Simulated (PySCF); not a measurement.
C4H5NO.
Atom-mapped SMILES: `[O:1]=[CH:2][NH:3][CH:4]1[CH:5]=[CH:6]1` (hydrogens: H7 on C2; H8 on N3; H9 on C4; H10 on C5; H11 on C6)

Computed, not measured: PBE0-D3(BJ)/def2-SVP geometry optimisation, gas phase in PySCF 2.14.0.

What internal coordinates does the optimisation give?

| bond | length (Å) | order |
| --- | --- | --- |
| O1=C2 | 1.210 | double |
| C2–N3 | 1.356 | single |
| N3–C4 | 1.438 | single |
| C4–C5, C4–C6 | 1.488 | single |
| C5=C6 | 1.304 | double |
| C2–H7 | 1.118 | single |
| N3–H8 | 1.013 | single |
| C4–H9 | 1.097 | single |
| C5–H10, C6–H11 | 1.088 | single |

Bonds in one row agree within 0.01 Å and their mean is given. Orders are formal, as drawn. A selection of angles:
| angle | degrees |
| --- | --- |
| O1–C2–N3 | 125.5 |
| O1–C2–H7 | 122.7 |
| N3–C2–H7 | 111.8 |
| C2–N3–C4 | 123.3 |
| C2–N3–H8 | 118.5 |
| C4–N3–H8 | 118.2 |
| N3–C4–C5 | 120.3 |
| N3–C4–H9 | 109.2 |
| C5–C4–C6 | 52.0 |
| C5–C4–H9 | 122.4 |
| C4–C5–C6 | 64.0 |
| C4–C5–H10 | 146.5 |
| C6–C5–H10 | 149.5 |

Torsions: O1–C2–N3–C4 0° (synperiplanar); C2–N3–C4–C5 150°; N3–C4–C5–C6 107° (anticlinal); N3–C4–C6–C5 -107° (anticlinal).

Of the pairs four or more bonds apart, O1···H9 is among the closest relative to their van der Waals radii: 2.44 Å, 90 % of the sum of Bondi's values. The C–C distances run from 1.304 Å (C5=C6, drawn double) to 1.488 Å (C4–C6, drawn single), a spread of 0.184 Å. The 2 C–N bonds span 1.356 Å (C2–N3, drawn single) to 1.438 Å (N3–C4, drawn single), a spread of 0.082 Å. N3 (amide nitrogen) is planar (angles 123.3°, 118.5° and 118.2°, sum 360.0°, 0.00 Å off the plane of its three neighbours). The 3-membered ring C4–C5–C6 has internal angles of 52.0° to 64.0°.

Point group: Cs (every atom within 0.08 Å of its image). Not checked by PBE0-D3(BJ)/def2-SVP frequencies. One conformer, not necessarily the lowest.

Hardware: an Arm Neoverse V1 with one thread (shared host). Cost: 18 s of wall time. This is the geometry optimisation.
